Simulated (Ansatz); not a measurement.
Results of PBE0+SOC in Ansatz (plane waves, PAW) for fluorite CeO2.

Run with plane-wave cutoff 460 eV, 8×8×8 k mesh, Fermi–Dirac smearing 0.01 eV, PAW data made under PBE.

The cell has the measured lattice: a = 5.4097 Å, b = 5.4097 Å, c = 5.4097 Å, α = 90.00°, β = 90.00°, γ = 90.00°.

Q: Give the computed band gap, smallest direct gap on the k points sampled and direct gap at Γ.

A: 
- band gap: 4.31 eV (indirect)
- smallest direct gap on the k points sampled: 4.45 eV
- direct gap at Γ: 5.30 eV

Measured, for comparison: band gap 3 eV (temperature not stated, no zero-point or thermal correction, O 2p to Ce 4f, our sources range from 3.00 to 3.20; as tabulated in Tran et al. (2019), arXiv:1908.01820). Computed (rounded) less measured: band gap +1.31 eV (+1.11 eV to +1.31 eV over the range).

Note: cell and atoms aren't relaxed at this level (pressure -1.6 GPa).

Cost on a shared machine: roughly 30 core-minutes.

Ansatz is an electronic-structure program.
